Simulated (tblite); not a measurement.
Species: C2H3O3 (charge -1).
Numbering: `[CH3:1][O:2][C:3](=[O:4])[O-:5]` (hydrogens: H6, H7, H8 on C1)
Bond orders are those of one Lewis drawing.

Computed with GFN2-xTB (tblite), gas phase: nudged elastic band of 9 images (0 to 8), spring 0.2 eV/Å², climbing image at the end, force threshold 0.05 eV/Å. The top image wasn't refined or checked by frequencies; at this threshold it can lie a kcal/mol or more above the true saddle point of the method.

The band describes a rotation about C3–O2 (carbonate carbon, oxygen singly bound to a carbonyl carbon), followed by the dihedral O5–C3–O2–C1, from the optimised start (179°) to a second optimised geometry at -1°.

Task: Give the energy profile along the converged band.

Result: 
```csv
image,dihedral (°),E (kJ/mol),C3–O2 (Å),O5···C1 (Å),largest true force (eV/Å)
0,179,0.00,1.481,3.48,0.01
1,-168,1.38,1.482,3.46,0.07
2,-145,8.21,1.497,3.40,0.14
3,-118,17.62,1.519,3.24,0.10
4,-93,21.53,1.530,3.04,0.02
5,-65,17.51,1.521,2.84,0.10
6,-37,6.92,1.498,2.71,0.14
7,-12,-0.25,1.485,2.64,0.06
8,-1,-0.01,1.481,2.60,0.01
```

Barriers of this band. The top is image 4 at -93°: 21.5 kJ/mol in either direction, as the ends lie within 0.002 eV of each other. The central bond is 0.049 Å longer at the top than at the start.

Task: What rate follows at 298 K for crossing this barrier forward?

Result: Taking the electronic barrier for the free energy of activation (no zero-point or entropy terms, transmission 1), rate = (kT/h)·exp(−ΔE/kT) ≈ 1 × 10^9 s⁻¹, whose inverse is 1 × 10^-9 s. An error of 1 kcal/mol in the barrier changes this by a factor of 5, and the method and the loose band can each miss by that much or more.

Task: How long is the path, and how are the images spaced?

Result: Cartesian distances between aligned neighbours (all atoms, Å): 0.55, 0.56, 0.52, 0.49, 0.54, 0.53, 0.54, 0.55; the sum is 4.29 Å, and the top lies 50 % of the way along.

What follows is the cost of the whole band run. Time: 2.6 s wall; peak memory 0.18 GiB. Hardware: one thread, AMD EPYC 7B13 (x86_64), shared host with 64 logical CPUs at a one-minute load of 13.
